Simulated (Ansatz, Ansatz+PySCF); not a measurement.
```xyz
8

C     0.0000    0.0000   -0.6988
C     0.0000    0.0000    0.6988
H     0.0000   -0.9420   -1.0719
H    -0.8158    0.4710   -1.0719
H     0.8158    0.4710   -1.0719
H     0.0000    0.9420    1.0719
H    -0.8158   -0.4710    1.0719
H     0.8158   -0.4710    1.0719
```

RHF-MP2 on singlet C2H6 was run in several spherical basis sets with Ansatz (development build ahead of 0.2.0). Frozen core: 2 orbitals. Caution for RHF-MP2: no unrestricted run beside it, a lower state can exist.

Task: Rank the basis sets by the total energy that they give, lowest first, with the distance from the lowest.
A. def2-SVP
B. cc-pVDZ
C. def2-TZVP
D. cc-pVTZ
E. 6-31G(d)

Result: D (0.00 eV), C (0.51 eV), B (2.87 eV), E (3.89 eV), A (4.40 eV).

Totals follow the description of the cores as much as that of the bonds, so this order isn't one of quality for chemistry.
